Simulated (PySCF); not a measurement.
Gas-phase reaction: 3 C3H7 (i-propyl) → C3H6 (propylene) + 3 C2H5

Computed with PySCF (xtb for GFN2) and rigid-rotor harmonic-oscillator thermochemistry at 1 bar. Table values come from the NASA 1993 polynomials. S°(298 K) at PBE0/def2-TZVP differs from the NASA 1993 table for C2H5 (+9 J/mol/K); whether the harmonic model or the table's entry is off was not settled. † marks an energy on the PBE0/def2-TZVP geometry and frequencies; other levels use their own. MP2 and CCSD(T) freeze the core. 6-31G* has spherical d functions here. Open shells (unrestricted): C3H7 (i-propyl) (multiplicity 2), C2H5 (multiplicity 2); the rest are closed-shell singlets. GFN2 has no spin-polarisation term. B3LYP is the form with VWN-RPA correlation. For this reaction the table lies outside the span of B3LYP, M06-2X, MP2, PBE0, r2SCAN, ωB97M-V, ωB97X-V in their largest bases here; which side is off was not settled. MP2 isn't extrapolated to the basis-set limit; its ΔH°(298 K) is 131.6 kJ in def2-SVP and 118.7 kJ in def2-TZVPP. CCSD(T) isn't extrapolated to the basis-set limit. The harmonic model lacks anharmonicity and excited electronic states, which grow with temperature; levels with a mode under 35 cm⁻¹ are left out. Internal rotation in C3H7 (i-propyl), C3H6 (propylene), C2H5 is treated as a harmonic vibration of one conformer, which makes the entropy rough. The table's entry may be an old estimate for C3H7 (i-propyl), C2H5 (not checked at source).

```json
[
 {"level": "table", "ΔH°(298 K), kJ": "95.8", "minus table": "-", "ΔG°(1000 K), kJ": "-49.4"},
 {"level": "B3LYP/6-31G*", "ΔH°(298 K), kJ": "126.7", "minus table": "30.9", "ΔG°(1000 K), kJ": "-27.3"},
 {"level": "CCSD(T)/def2-SVP†", "ΔH°(298 K), kJ": "125.0", "minus table": "29.2", "ΔG°(1000 K), kJ": "-26.2"},
 {"level": "GFN2-xTB", "ΔH°(298 K), kJ": "183.2", "minus table": "87.4", "ΔG°(1000 K), kJ": "40.8"},
 {"level": "M06-2X/def2-TZVP†", "ΔH°(298 K), kJ": "124.0", "minus table": "28.2", "ΔG°(1000 K), kJ": "-27.1"},
 {"level": "MP2/def2-TZVPP†", "ΔH°(298 K), kJ": "118.7", "minus table": "22.9", "ΔG°(1000 K), kJ": "-32.4"},
 {"level": "PBE0/def2-QZVP†", "ΔH°(298 K), kJ": "134.4", "minus table": "38.6", "ΔG°(1000 K), kJ": "-16.8"},
 {"level": "PBE0/def2-SVP†", "ΔH°(298 K), kJ": "152.5", "minus table": "56.7", "ΔG°(1000 K), kJ": "1.3"},
 {"level": "PBE0/def2-TZVP", "ΔH°(298 K), kJ": "135.1", "minus table": "39.3", "ΔG°(1000 K), kJ": "-16.0"},
 {"level": "r2SCAN/def2-TZVP†", "ΔH°(298 K), kJ": "129.4", "minus table": "33.6", "ΔG°(1000 K), kJ": "-21.8"},
 {"level": "LDA/def2-TZVP†", "ΔH°(298 K), kJ": "181.2", "minus table": "85.4", "ΔG°(1000 K), kJ": "30.1"}
]
```
